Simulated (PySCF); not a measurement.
# The bond of NaS+, level by level

The task here is to estimate one member of a computed series from the others.

Program: PySCF 2.14.0. Level of theory: Na jorge-DZP-DKH, S jorge-DZP-DKH, spin-free X2C with a Gaussian nucleus. These are calculated values, not measurements.

The first run:

The job is set up so:

```
atoms                         : Na, S
charge                        : 1
basis                         : Na jorge-DZP-DKH, S jorge-DZP-DKH
Hamiltonian                   : spin-free X2C with a Gaussian nucleus
basis functions               : 48
electrons treated             : 26
masses in u                   : 22.9898, 31.9721
levels                        : PBE0, PBE, r²SCAN, MN15, r²SCAN0, M06, ωB97X, HF, MP2, SCS-MP2, CCSD, CCSD(T)
grid                          : 80 radial by 434 angular points
occupations                   : held fixed by the projection of orbital angular momentum
dissociation limit            : Na+ + S, each in its ground configuration
starting distance in angstrom : 2.660
values of 2S to try           : 0, 2
```

On the command line:

```sh
OMP_NUM_THREADS=1 python dia.py task.json out
```

Steps of the session up to this table: Set-up; PBE0 along the bond; Excited determinants; PBE (GGA); r²SCAN (meta-GGA); MN15 (hybrid meta-GGA); r²SCAN0 (hybrid meta-GGA); M06; ωB97X (range-separated hybrid); UHF; Adding correlation.

One of the session's tables, all rows but one given; the rest of the session is left out.

It belongs to the step «Constants by level of theory». 

| level | Re (Å) | ωe (cm⁻¹) | De (eV) |
| --- | --- | --- | --- |
| UHF | 2.951 | 155.8 | 0.468 |
| UHF-MP2 | 2.933 | 157.6 | 0.51 |
| UHF-SCS-MP2 | 2.938 | 156.6 | 0.50 |
| UHF-CCSD | 2.932 | 158.2 | 0.51 |
| UHF-CCSD(T) | 2.931 | 158.7 | 0.52 |
| PBE | 2.885 | 171.1 | 0.59 |
| r²SCAN | 2.910 | 162.5 | 0.52 |
| PBE0 | 2.881 | 170.3 | 0.54 |
| r²SCAN0 | 2.898 | 164.5 | 0.51 |
| M06 | 2.978 | 145.2 | 0.499 |
| MN15 | ? | ? | ? |
| ωB97X | 2.929 | 156.0 | 0.486 |

**Question.** Estimate the row for MN15.

The run gave: Re (Å): 2.935; ωe (cm⁻¹): 157.2; De (eV): 0.51. In the column «Re (Å)» it lies between UHF-MP2 (2.933) and UHF-SCS-MP2 (2.938).

De is counted to Na+ + S in their ground configurations.
